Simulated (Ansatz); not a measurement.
We consider fcc Pt, described by PBEsol+SOC (PAW; Ansatz, a quantum-chemistry and plane-wave program).

Numerical settings: plane-wave cutoff 520 eV, 24×24×24 k mesh, Fermi–Dirac smearing 0.05 eV, PAW data made under PBE.

Equation-of-state points:

```
V (Å³/atom)  E − E_lowest (meV/atom)
-----------  -----------------------
14.160                         54.59
14.462                         23.20
14.763                          5.55
15.064                          0.00
15.365                          5.10
15.667                         19.58
15.968                         42.28
```

Question: Estimate the bulk modulus and its pressure derivative from these points.

Answer: V0 = 15.064 Å³/atom, B0 = 283 GPa, B′ = 5.4 (fit to the energies at full precision).

Measured, for comparison: bulk modulus 289 GPa (corrected for temperature and zero-point phonon effects; as tabulated in Levämäki et al. (2014), arXiv:1402.3671); equilibrium volume per atom 14.98 Å³/atom (static lattice: zero-point anharmonic expansion removed; as tabulated in Mejia-Rodriguez and Trickey (2018), arXiv:1807.09216). Computed (rounded) less measured: bulk modulus -2 %, equilibrium volume per atom +0.5 %.

The computed numbers hold no vibrational or temperature effects.

Computing time: roughly 4 core-minutes.
